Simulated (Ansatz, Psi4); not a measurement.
## Heat of formation of C3H3 (cyclopropenyl radical) from total energies

The species is C3H3 (6 atoms), meant as a doublet with charge 0. SMILES: `[CH]1C=C1`. The shape is that of a PBE0-D4/def2-TZVP optimisation.

Total energies at UHF/def2-SVPD (Psi4 1.11); the atoms run unrestricted:

```
species    state  energy (Eh)
   C3H3  doublet  -115.113726
      C  triplet   -37.646258
      H  doublet    -0.499278
```

Harmonic wavenumbers at UPBE0-D4/def2-TZVP, in cm⁻¹: 622, 722, 893, 919, 977, 989, 1042, 1262, 1684, 3091, 3262, 3308.

Measured heats of formation of the gaseous atoms at 298.15 K, in kJ/mol: C 716.9, H 218.0. Take 1 Eh = 2625.50 kJ/mol, 1 cm⁻¹ = 0.0119627 kJ/mol, RT = 2.479 kJ/mol.

Work out the heat of formation of the gas at 298 K.


1. Electronic atomisation energy: 3 × (-37.646258) + 3 × (-0.499278) − (-115.113726) = 0.677118 Eh = 1777.8 kJ/mol.
2. Zero-point energy: half the sum of the wavenumbers, 9385.5 cm⁻¹ = 112.3 kJ/mol.
3. Thermal vibrational enthalpy, Σ hcν̃/(exp(hcν̃/kT) − 1): 1.3 kJ/mol. Translation, rotation and pV of a non-linear molecule: 4 RT = 9.9 kJ/mol.
4. The 6 free atoms carry 5/2 RT each: 37.2 kJ/mol.
5. Spin-orbit coupling lowers the free atoms by 3 × 0.02 = 0.1 kJ/mol.
6. Atomisation enthalpy at 298 K: 1777.8 − 0.1 − 112.3 − 1.3 − 9.9 + 37.2 = 1691.4 kJ/mol.
7. Sum of the atoms' heats of formation: 2804.7 kJ/mol. Heat of formation: 2804.7 − 1691.4 = +1113.3 kJ/mol.

The tabulated value is +486.8 kJ/mol (Active Thermochemical Tables), so this level is off by +626.5 kJ/mol, or 27.0 % of the atomisation enthalpy that the table implies (2317.8 kJ/mol). Hartree–Fock leaves out correlation, which is larger in the molecule than in the atoms, so it underbinds and puts the heat of formation too high. Anharmonicity and any spin-orbit splitting of the molecule are left out.
